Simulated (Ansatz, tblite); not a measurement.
**The cluster Ta₂P₂: a ladder of methods and basis sets**

How do method and basis change the picture of the cluster Ta₂P₂ (singlet)?

Program: Ansatz 0.2.0, Gaussian basis. Level of theory: as each input shows. These are calculated values, not measurements.

Plan: GFN1-xTB, GFN2-xTB, PBE-D4/def2-TZVP, r2SCAN-D4/def2-TZVP, B3LYP-D4/def2-TZVP, CAM-B3LYP-D4/def2-TZVP, B2PLYP/def2-TZVP, r2SCANh-D4/def2-TZVP, LDA/def2-TZVP, PBE-D4/def2-SVP, PBE0-D4/def2-SVP, PBE0-D4/def2-TZVPD, PBE-D4/def2-TZVPD, r2SCAN-D4/def2-TZVPD, CCSD(T)/def2-TZVPP, MP2/def2-TZVP, RPA/def2-TZVP.

1 further run of the same task is left out (set aside as unsound or not needed).

## (1) The relaxed structure

The singlet was relaxed beforehand with PBE0-D4/def2-SVP. At that level it is the lowest of the isomers that a small search found.

4 atoms, charge 0, spin multiplicity 1.

Bond lengths: Ta1–P3 2.403 Å, Ta1–P4 2.404 Å, Ta2–P3 2.404 Å, Ta2–P4 2.403 Å. Angles: P3–Ta1–P4 60.1°, P3–Ta2–P4 60.1°, Ta1–P3–Ta2 57.4°, Ta1–P4–Ta2 57.4°.

Ta takes a core potential in the def2 sets. No spin-orbit coupling is included.

PBE0-D4/def2-TZVP was run before; its log isn't repeated, and its numbers join the tables.

## (2) GFN1-xTB

Tight binding, by tblite at 300 K electronic temperature and without a spin-polarisation term:

```python
tblite.interface.Calculator('GFN1-xTB', numbers, positions, charge=0, uhf=0).singlepoint()
```

Energy -250.4754 eV, HOMO -10.86 eV, LUMO -9.78 eV; 0.004 s.

## (3) GFN2-xTB

Tight binding, by tblite at 300 K electronic temperature and without a spin-polarisation term:

```python
tblite.interface.Calculator('GFN2-xTB', numbers, positions, charge=0, uhf=0).singlepoint()
```

Energy -236.5943 eV, HOMO -9.10 eV, LUMO -8.94 eV; 0.008 s.

## (4) PBE-D4/def2-TZVP

start.molden holds the orbitals of an earlier run on this state, given as this run's starting guess.

File in.yaml:

```yaml
crystal:
  periodic: [false, false, false]
  atoms:
    - {symbol: Ta, position_ang: [-0.683303, -0.038461, -1.269156]}
    - {symbol: Ta, position_ang: [0.121871, 1.393326, 0.350599]}
    - {symbol: P, position_ang: [1.339220, -0.626707, -0.112871]}
    - {symbol: P, position_ang: [-0.777778, -0.728158, 1.031429]}
basis:
  gaussian: {orbitals: def2-TZVP, initial_orbitals: start.molden}
hamiltonian: {xc: pbe, dispersion: d4}
scf: {omitted_lower_state_checks: [starts]}
output: {orbitals: {seedname: orbitals}}
```

The run is started by

```console
> ansatz run in.yaml --threads 4 --pin off --events-out ev --progress --plain --max-ram 3916MiB
```

The runs that follow: r2SCAN-D4/def2-TZVP; B3LYP-D4/def2-TZVP; CAM-B3LYP-D4/def2-TZVP; B2PLYP/def2-TZVP; r2SCANh-D4/def2-TZVP; LDA/def2-TZVP; PBE-D4/def2-SVP; PBE0-D4/def2-SVP; PBE0-D4/def2-TZVPD; PBE-D4/def2-TZVPD; r2SCAN-D4/def2-TZVPD; CCSD(T)/def2-TZVPP; MP2/def2-TZVP; RPA/def2-TZVP.

Before running them: what should the planned runs give, taken together? Wanted: gap in def2-TZVP, named functionals, smallest and largest; correlation energy, CCSD(T)/def2-TZVPP; correlation energy, MP2/def2-TZVP; binding an atom, functionals in def2-TZVP; PBE0 total energy, smallest basis above largest.

As calculated:

| quantity | value |
| --- | --- |
| gap in def2-TZVP, named functionals, smallest and largest | 1.00 eV (LDA), 4.39 eV (CAM-B3LYP-D4) |
| correlation energy, CCSD(T)/def2-TZVPP | -32.36 eV |
| correlation energy, MP2/def2-TZVP | -30.01 eV |
| binding an atom, functionals in def2-TZVP | 3.10 (CAM-B3LYP-D4) to 4.54 eV (LDA) |
| PBE0 total energy, smallest basis above largest | 7.02 eV (def2-SVP, def2-TZVPD) |

In words: Over the named functionals in def2-TZVP the gap runs from 1.00 eV (LDA) to 4.39 eV (CAM-B3LYP-D4); exact exchange widens it. Notes on CCSD(T)/def2-TZVPP and its Hartree-Fock reference, which MP2 shares: restricted state is unstable towards broken spin symmetry.
